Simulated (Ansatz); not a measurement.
Ansatz (a program for electronic structure) input (B3LYP/STO-3G):

Ansatz 0.2 input:
```yaml
crystal:
  periodic: [false, false, false]
  atoms:
    - {symbol: C, position_ang: [0.04224489, -0.56967492, 0.04211330]}
    - {symbol: O, position_ang: [-0.04486502, 0.78779394, -0.03501777]}
    - {symbol: H, position_ang: [1.07433732, -0.94369547, -0.01301193]}
    - {symbol: H, position_ang: [-0.49479825, -0.99234206, 0.90297455]}
    - {symbol: H, position_ang: [-0.47408828, -0.94826445, -0.86250030]}
basis:
  gaussian:
    orbitals: STO-3G
hamiltonian:
  xc: {name: B3LYP}
magnetization: {spin_polarized: true, initial_magnetization: 1}
output: {forces: true}
```

Output:

```
Functional definition: B3LYP
integrals: 0.00 GiB planned
181 factors; integrals over basis functions are off by at most 1.5e-5 eV
mean field: 0.06 GiB planned
mean field evaluation 1: about -3088.5560 eV, gradient 9.6e0 eV
mean field evaluation 2: about -3088.7656 eV, gradient 9.3e0 eV
mean field evaluation 4: about -3089.2701 eV, gradient 2.0e-1 eV
mean field evaluation 8: about -3089.2488 eV, gradient 1.7e-3 eV
mean field evaluation 16: about -3089.2488 eV, gradient 6.5e-6 eV
mean field -3089.24884402 eV, -113.5278010496 hartree, gradient 6.5e-6 eV, S^2 0.751625; 1 other end points of the search recorded, 0 dependent functions left out
the calculation of the forces begins
reference -3089.24895605 eV, -113.5278051666 hartree; 9, 8 occupied and 4, 5 virtual orbitals, 181 factors
Total energy: -3089.24895605 eV, -113.5278051666 hartree
Atom 0 at     0.042245    -0.569675     0.042113 Å, force    -0.150493    -2.932595    -0.413549 eV/Å
Atom 1 at    -0.044865     0.787794    -0.035018 Å, force    -0.221906     4.291850    -0.152204 eV/Å
Atom 2 at     1.074337    -0.943695    -0.013012 Å, force     0.611967    -0.499897     0.210622 eV/Å
Atom 3 at    -0.494798    -0.992342     0.902975 Å, force    -0.093866    -0.521779     0.622654 eV/Å
Atom 4 at    -0.474088    -0.948264    -0.862500 Å, force    -0.145702    -0.337579    -0.267524 eV/Å
Dipole moment:    -0.004160    -0.254389    -0.020636 e Å
```

The geometry given is a B3LYP-D3(BJ)/def2-TZVP minimum.
